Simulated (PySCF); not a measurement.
Compound: P₂F₄.
Structure used (PBE0-D3(BJ)/def2-SVP), in Å, numbered top down from 1:
```xyz
6
P2F4 angstrom
F      1.708   -0.784   -0.785
P      1.037    0.462   -0.006
F      1.362    0.017    1.512
P     -1.038   -0.461    0.002
F     -1.712    0.787    0.775
F     -1.359   -0.019   -1.519
```

Method used: core-valence-separated Tamm–Dancoff BHandHLYP/aug-pcX-1 (def2-SVPD on P) in PySCF, non-relativistic, gas phase, PBE0-D3(BJ)/def2-SVP geometry. The energies are unshifted.

The lowest roots of each edge with f over 0.003 (five at most, numbered afresh; weaker and dark ones are left out), with transition dipoles (au) in the frame of the coordinates:

```csv
root,edge,E (eV),f,μx,μy,μz
1,F,684.31,0.0160,-0.0078,0.0113,-0.0277
2,F,684.31,0.0252,-0.0070,0.0091,-0.0371
3,F,684.31,0.0172,0.0158,-0.0277,-0.0024
4,F,684.31,0.0284,0.0192,-0.0345,-0.0115
5,F,685.17,0.0033,-0.0015,0.0044,0.0132
```

Question: Molecules are fixed in this frame and the field points along (0, 1, 1)/√2. What effective strengths 3 f cos²θ do the roots have (θ between field and μ)?

Answer: root 1 (F1/F3/F5/F6): 0.007, root 2 (F1/F3/F5/F6): 0.020, root 3 (F1/F3/F5/F6): 0.023, root 4 (F1/F3/F5/F6): 0.053, root 5 (F1/F3/F5/F6): 0.008. Root 4 is the strongest. Averaged over all orientations cos²θ is 1/3, which gives f back. For degenerate partners only the sum has meaning, as the program may mix them freely.

One conformer stands for the species.
